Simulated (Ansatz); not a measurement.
**One shape, several levels: BH3O (SMILES BO)**

We compute a comparison of 6 runs (HF/3-21G, HF/def2-SVP, PBE/6-31G, SVWN5/3-21G, r2SCAN/6-311+G**, CCSD(T)/6-311G**) of BH3O. 

The results are computed with Ansatz 0.2.0.

2 further runs of the same task are left out: 1 that didn't finish, 1 set aside as unsound or not needed.

**1. The structure to begin with**

BH3O: 5 atoms, total charge 0, spin state singlet. SMILES: `BO`. The coordinates come from a PBE0-D4/def2-TZVP relaxation.

Bond lengths: B1–O2 1.348 Å, B1–H3 1.196 Å, B1–H4 1.202 Å, O2–H5 0.961 Å. Angles: B1–O2–H5 113.5°, O2–B1–H3 116.8°, O2–B1–H4 120.7°, H3–B1–H4 122.5°.

**2. Energy and forces at HF/3-21G (run 1)**

Contents of in.yaml:

```yaml
crystal:
  periodic: [false, false, false]
  atoms:
    - {symbol: B, position_ang: [-0.226600, -0.352800, 0.074700]}
    - {symbol: O, position_ang: [0.413500, 0.801800, 0.345900]}
    - {symbol: H, position_ang: [-0.820300, -0.865500, 0.977800]}
    - {symbol: H, position_ang: [-0.190600, -0.828900, -1.028100]}
    - {symbol: H, position_ang: [0.874000, 1.171800, -0.411700]}
basis:
  gaussian: {orbitals: 3-21G.json}
hamiltonian: {xc: hf}
accuracy: high
output: {forces: true, orbitals: {seedname: orbitals}}
```

The basis set 3-21G is read from a file made from the Basis Set Exchange's data (not shown).

The run is started by

```sh
$ ansatz run in.yaml --threads 1 --pin off --max-ram 2610MiB --events-out events.jsonl --progress --plain --runs-dir runs
```

What it wrote:

```text
Warning: RAYON_NUM_THREADS=1 ignored (pool sized by the plan → 1); use --threads N
Functional definition: HF
  name "HF"
  exchange = exact_x
  correlation = 0
485 factors; integrals over basis functions are off by at most 8.0e-9 eV
mean field evaluation 1: about -2740.5073 eV, gradient 2.5e1 eV
mean field evaluation 2: about -2740.5002 eV, gradient 2.5e1 eV
mean field evaluation 4: about -2741.8113 eV, gradient 1.7e0 eV
mean field evaluation 8: about -2741.8223 eV, gradient 1.9e-4 eV
mean field -2741.82225518 eV, -100.7601094038 hartree, gradient 9.7e-9 eV, S^2 0.000000; 0 other end points of the search recorded, 0 dependent functions left out
the calculation of the forces begins
reference -2741.82225518 eV, -100.7601094038 hartree; 8, 8 occupied and 16, 16 virtual orbitals, 485 factors
Total energy: -2741.82225518 eV, -100.7601094038 hartree
Atom 0 at    -0.226600    -0.352800     0.074700 Å, force    -0.911552    -1.392139     0.141028 eV/Å
Atom 1 at     0.413500     0.801800     0.345900 Å, force     0.497129     0.725861    -0.144946 eV/Å
Atom 2 at    -0.820300    -0.865500     0.977800 Å, force     0.143950     0.092267    -0.286942 eV/Å
Atom 3 at    -0.190600    -0.828900    -1.028100 Å, force    -0.049451     0.028293     0.219756 eV/Å
Atom 4 at     0.874000     1.171800    -0.411700 Å, force     0.319924     0.545718     0.071105 eV/Å
Dipole moment:     0.163120     0.086698    -0.360339 e Å
```

Run time: 0.45 s. Hardware: 1 thread of AMD EPYC 7R43 (Zen 3), shared host.

**3. Energy and forces at HF/def2-SVP (run 2)**

Contents of job.yaml:

```yaml
crystal:
  periodic: [false, false, false]
  atoms:
    - {symbol: B, position_ang: [-0.226600, -0.352800, 0.074700]}
    - {symbol: O, position_ang: [0.413500, 0.801800, 0.345900]}
    - {symbol: H, position_ang: [-0.820300, -0.865500, 0.977800]}
    - {symbol: H, position_ang: [-0.190600, -0.828900, -1.028100]}
    - {symbol: H, position_ang: [0.874000, 1.171800, -0.411700]}
basis:
  gaussian:
    orbitals: def2-SVP
hamiltonian:
  xc: hf
accuracy: high
output: {forces: true, orbitals: {seedname: orbitals}}
```

The run is started by

```sh
$ ansatz run job.yaml --threads 1 --pin off --max-ram 2610MiB --events-out events.jsonl --progress --plain --runs-dir runs
```

What it wrote, cut to the lines that bear on the results:

```text
Warning: RAYON_NUM_THREADS=1 ignored (pool sized by the plan → 1); use --threads N
Functional definition: HF
  name "HF"
[...]
942 factors; integrals over basis functions are off by at most 2.8e-9 eV
[...]
mean field -2755.14767445 eV, -101.2498095298 hartree, gradient 2.4e-8 eV, S^2 0.000000; 0 other end points of the search recorded, 0 dependent functions left out
[...]
reference -2755.14767445 eV, -101.2498095298 hartree; 8, 8 occupied and 35, 35 virtual orbitals, 942 factors
Total energy: -2755.14767445 eV, -101.2498095298 hartree
Atom 0 at    -0.226600    -0.352800     0.074700 Å, force     0.174654     0.376055     0.205629 eV/Å
Atom 1 at     0.413500     0.801800     0.345900 Å, force     0.319641     0.057479    -0.940294 eV/Å
Atom 2 at    -0.820300    -0.865500     0.977800 Å, force    -0.052726    -0.085714    -0.004580 eV/Å
Atom 3 at    -0.190600    -0.828900    -1.028100 Å, force    -0.014678    -0.044494    -0.045508 eV/Å
Atom 4 at     0.874000     1.171800    -0.411700 Å, force    -0.426892    -0.303326     0.784753 eV/Å
Dipole moment:     0.145115     0.082701    -0.309050 e Å
```

Run time: 1.4 s. Hardware: 1 thread of AMD EPYC 7R43 (Zen 3), shared host.

**4. Energy and gradient at PBE/6-31G (run 3)**

Contents of molecule.yaml:

```yaml
crystal:
  periodic: [false, false, false]
  atoms:
    - {symbol: B, position_ang: [-0.226600, -0.352800, 0.074700]}
    - {symbol: O, position_ang: [0.413500, 0.801800, 0.345900]}
    - {symbol: H, position_ang: [-0.820300, -0.865500, 0.977800]}
    - {symbol: H, position_ang: [-0.190600, -0.828900, -1.028100]}
    - {symbol: H, position_ang: [0.874000, 1.171800, -0.411700]}
basis:
  gaussian:
    orbitals: 6-31G
hamiltonian:
  xc: pbe
accuracy: high
output: {forces: true, orbitals: {seedname: orbitals}}
```

The run is started by

```sh
$ ansatz run molecule.yaml --threads 1 --pin off --max-ram 2610MiB --events-out events.jsonl --progress --plain --runs-dir runs
```

What it wrote, cut to the lines that bear on the results:

```text
Warning: RAYON_NUM_THREADS=1 ignored (pool sized by the plan → 1); use --threads N
Functional definition: PBE
  name "PBE"
[...]
548 factors; integrals over basis functions are off by at most 4.2e-9 eV
[...]
mean field -2768.34485103 eV, -101.7347968240 hartree, gradient 8.7e-9 eV, S^2 0.000000; 0 other end points of the search recorded, 0 dependent functions left out
[...]
reference -2768.34485306 eV, -101.7347968984 hartree; 8, 8 occupied and 16, 16 virtual orbitals, 548 factors
Total energy: -2768.34485306 eV, -101.7347968984 hartree
Atom 0 at    -0.226600    -0.352800     0.074700 Å, force    -0.764714    -1.238622    -0.028447 eV/Å
Atom 1 at     0.413500     0.801800     0.345900 Å, force     0.115130     0.622303     0.904406 eV/Å
Atom 2 at    -0.820300    -0.865500     0.977800 Å, force    -0.044623    -0.032524     0.078969 eV/Å
Atom 3 at    -0.190600    -0.828900    -1.028100 Å, force    -0.013965    -0.103675    -0.169864 eV/Å
Atom 4 at     0.874000     1.171800    -0.411700 Å, force     0.708172     0.752518    -0.785064 eV/Å
Dipole moment:     0.185011     0.134975    -0.332788 e Å
```

Wall time 2.1 s (1 thread of AMD EPYC 7R43 (Zen 3), shared host).

Runs 4 to 5 aren't shown in full; the table further down has their settings and results.

**5. Energy and gradient at CCSD(T)/6-311G(d,p) (run 6)**

Contents of input.yaml:

```yaml
crystal:
  periodic: [false, false, false]
  atoms:
    - {symbol: B, position_ang: [-0.226600, -0.352800, 0.074700]}
    - {symbol: O, position_ang: [0.413500, 0.801800, 0.345900]}
    - {symbol: H, position_ang: [-0.820300, -0.865500, 0.977800]}
    - {symbol: H, position_ang: [-0.190600, -0.828900, -1.028100]}
    - {symbol: H, position_ang: [0.874000, 1.171800, -0.411700]}
basis:
  gaussian: {orbitals: 6-311G_st__st_.json}
correlation: {method: ccsd_t, frozen_orbitals: {B: 1, H: 0, O: 1}}
accuracy: high
scf: {omitted_lower_state_checks: [cluster_reference, increment]}
output: {forces: true, orbitals: {seedname: orbitals}}
```

The basis set 6-311G** is read from a file made from the Basis Set Exchange's data (not shown).

The run is started by

```sh
$ ansatz run input.yaml --threads 1 --pin off --max-ram 2610MiB --events-out events.jsonl --progress --plain --runs-dir runs
```

What it wrote:

```text
Warning: RAYON_NUM_THREADS=1 ignored (pool sized by the plan → 1); use --threads N
[... 11 lines left out ...]
2 core orbitals not correlated: weight in the atoms' cores, before any rotation towards them, 1.000 or more for the frozen orbitals, at most 0.000 for the correlated occupied ones
[... 25 lines left out ...]
Total energy: -2766.88972031 eV, -101.6813217561 hartree
[... 5 lines left out ...]
Dipole moment:     0.164771     0.131232    -0.273630 e Å
Checks for a lower state left out: cluster_reference, increment
```

Wall time 9.3 s (1 thread of AMD EPYC 7R43 (Zen 3), shared host); peak memory 0.24 GiB.

**6. Overview of the runs**

```tsv
run	level	frozen core orbitals	energy (Eh)	dipole moment (D)	HOMO energy (eV)	LUMO energy (eV)	wall time
1	HF/3-21G	–	-100.760109	1.94	-12.41	3.91	0.45 s
2	HF/def2-SVP	–	-101.249810	1.69	-12.56	3.47	1.4 s
3	PBE/6-31G	–	-101.734797	1.94	-7.08	-1.07	2.1 s
4	SVWN5/3-21G	–	-100.486123	2.10	-6.94	-1.12	1.5 s
5	r2SCAN/6-311+G**	–	-101.877476	1.65	-7.72	-1.07	6.6 s
6	CCSD(T)/6-311G**	2	-101.681322	1.66	-12.57	3.45	9.3 s
```

**7. Summary of results**

| quantity | value |
| --- | --- |
| run 6: total energy | -101.68132 Eh |
| run 6: dipole moment (correlated density) | 1.66 D |
| run 6: HOMO energy (Hartree–Fock orbitals) | -12.57 eV |
| run 6: LUMO energy (Hartree–Fock orbitals) | 3.45 eV |
| run 6: HOMO–LUMO gap (Hartree–Fock orbitals) | 16.02 eV |
| run 6: correlation energy (2 core orbitals frozen) | -326.4 mEh |
| run 6: (T) correction | -8.69 mEh |
| run 6: T1 diagnostic | 0.015 |
| run 6: largest force on an atom | 0.436 eV/Å |

What this shows: The dipole moment (its size) runs from 1.65 D (r2SCAN/6-311+G**) to 2.10 D (SVWN5/3-21G). The two ends differ in method and basis. Over runs 1, 2, 3, 4, 5 the HOMO–LUMO gap runs from 5.81 eV (SVWN5/3-21G) to 16.32 eV (HF/3-21G). Exact exchange widens orbital gaps. Totals of different functionals can't be ranked against each other. All runs together took 21 s, the longest 9.3 s.
